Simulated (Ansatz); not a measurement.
A nudged elastic band was laid between two geometries of C3H6FN (11 atoms, charge 0, multiplicity 1).

All numbers below come from RKS revPBE/6-31G* (Ansatz 0.2.0).

| Quantity | Value |
| --- | --- |
| movable images | 5 |
| climbing image | yes |
| spring | 5.0 eV/Å² |
| optimiser | quadratic models (default) |
| start path | through a guess of the saddle point |
| force threshold | 0.03 eV/Å |
| iteration limit | 60 |
| end points | relaxed |

Image 0:

```xyz
11
Properties=species:S:1:pos:R:3
C -1.014 0.628 1.002
C 0.376 0.250 0.459
N 0.303 -1.022 -0.276
C 0.709 -1.111 -1.468
F 1.265 -0.100 -2.220
H -0.946 1.537 1.625
H -1.719 0.828 0.176
H -1.429 -0.189 1.616
H 1.064 0.083 1.309
H 0.792 1.076 -0.149
H 0.663 -2.037 -2.053
```

Image 6:

```xyz
11
Properties=species:S:1:pos:R:3
C -1.018 0.604 0.992
C 0.390 0.244 0.483
N 0.356 -1.012 -0.277
C 0.739 -0.967 -1.480
F 0.728 -2.082 -2.249
H -0.976 1.505 1.628
H -1.701 0.804 0.149
H -1.439 -0.226 1.584
H 1.061 0.081 1.348
H 0.811 1.093 -0.101
H 1.114 -0.102 -2.057
```

Task: Which bonds break or form, and what moves?

Result: No bond is made or broken. The dihedral C2–N3–C4–F5 changes from 1 to -179° by way of a nearly straight angle C2–N3–C4 (up to 177°), not by a turn about the bond.

Task: What energy profile does the band end with?

Result: It converged. The highest image is number 2 of 0 to 6, 18.0 kcal/mol above the first end and 16.6 kcal/mol above the last; the last end lies 1.4 kcal/mol above the first. A vibrational analysis at the climbing image gives one clearly imaginary mode, 267i cm⁻¹: a first-order saddle point.

| image | path coordinate (Å) | energy (kcal/mol) | angle C2–N3–C4 (°) |
| --- | --- | --- | --- |
| 0 | 0.00 | 0.0 | 121 |
| 1 | 1.36 | 1.8 | 127 |
| 2 | 2.72 | 18.0 | 177 |
| 3 | 3.82 | 6.3 | 132 |
| 4 | 4.91 | 4.3 | 119 |
| 5 | 6.01 | 3.1 | 117 |
| 6 | 7.10 | 1.4 | 117 |

Task: What is the geometry of the highest image?

Result: 
```xyz
11
Properties=species:S:1:pos:R:3:forces:R:3
C -1.057 0.520 1.044 0.00 0.00 0.00
C 0.379 0.538 0.470 0.00 0.00 0.01
N 0.598 -0.340 -0.618 -0.01 0.01 -0.01
C 0.728 -1.108 -1.560 0.01 -0.01 0.00
F 1.930 -1.292 -2.266 0.00 0.00 0.00
H -1.140 1.228 1.888 0.00 0.00 0.00
H -1.790 0.810 0.272 0.00 0.00 0.00
H -1.319 -0.488 1.408 0.00 0.00 0.00
H 1.106 0.290 1.270 0.00 0.00 0.00
H 0.641 1.566 0.146 0.00 0.00 0.00
H -0.012 -1.782 -2.032 0.00 0.00 0.00
```

Task: What are the harmonic wavenumbers there?

Result: 267i, 44, 195, 290, 332, 477, 758, 843, 892, 915, 1021, 1081, 1119, 1302, 1343, 1374, 1389, 1444, 1477, 1489, 1999, 2941, 2972, 2983, 2998, 3060, 3071 cm⁻¹.

Run time: 5.6 min on 1 thread of Arm Neoverse V1, on a shared host, peak memory 0.25 GiB.
